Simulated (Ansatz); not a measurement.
System: rock-salt GdN. Method: r²SCAN (plane waves, PAW; Ansatz, a quantum-chemistry and plane-wave program).

Input:

Ansatz 0.2 input:
```yaml
crystal:
  lattice:
    - [0.0, 2.4700698458, 2.4700698458]
    - [2.4700698458, 0.0, 2.4700698458]
    - [2.4700698458, 2.4700698458, 0.0]
  atoms:
    - { symbol: Gd, position: [0.0, 0.0, 0.0], spin: 7.0 }
    - { symbol: N, position: [0.5, 0.5, 0.5], spin: 0.0 }
basis:
  ecutwfc: 560
  ecutrho_ratio: 4
  xc_grid: 3
kpoints:
  mp_grid: { grid: [12, 12, 12] }
hamiltonian:
  xc: r2scan
  dispersion: none
  pseudopotentials: { kind: paw }
scf:
  occupations: { method: fermi_dirac, width: 0.01 }
  convergence: { dr2_threshold: 0.000000001 }
output:
  forces: true
  stress: true
  eigenvalues: true
magnetization:
  spin_polarized: true
```

Output (set-up and result lines):

```
WARN output.stress: scf.convergence.dr2_threshold = 1e-9 eV is looser than the 2e-10 eV advised for a printed stress (1e-10 eV for each atom of the cell: 2)
Crystal: 2 atoms, lattice volume = 30.141 Å³
Basis set: ecut = 560 eV, 893 PW (Γ), exchange–correlation on 81×81×81 points (27 copies of the dense FFT grid, shifted against one another)
Bands: 19, of which v1, the nominal top of the filled ones, is band 12 counted from 1 (11 counted from 0)
Symmetry: 48 space group operations
Space group: Fm-3m (ITA 225), of the structure as read, at distance tolerance 3.1e-5 Å
k-points: 72 of 1728
Initial density: superposition of atomic densities (chi_scale 0.1, normalization cell, long waves kept (reshape's long-wave potential 0.00 eV rms))
Functional: x = r2scan, c = r2scan; τ floored in thin density (d = 2e-4 eV/Å³)
SCF 1 converged in 15 iterations: F = -9734.604219 eV  dr2 = 3.58e-11
SCF converged after 15 iterations
Magnetization: 7.0000 μB (15.0000 up, 8.0000 down)
Free energy (F): -9734.604219 eV
Internal energy: -9734.604171 eV  (E = F + TS)
E sigma→0 (E₀):  -9734.604195 eV
Fermi energy:    14.968875 eV
--- Forces (eV/Å), atoms counted from 1 ---
  atom   1  Gd    -0.00000000     0.00000000    -0.00000000
  atom   2  N      0.00000000     0.00000000     0.00000000
--- Stress (GPa, compression-positive) ---
        3.354432       0.000000       0.000000
        0.000000       3.354432       0.000000
       -0.000000      -0.000000       3.354432
  P = ⅓ Tr σ = 3.3544 GPa (33.544 kbar)
```

The cell is one volume of an energy–volume scan, off the minimum.

The PAW data were made under PBE.

Note: the 4f shell is treated without U or exact exchange, so its levels and filling can be wrong.

The result took around 11 core-seconds (rough).
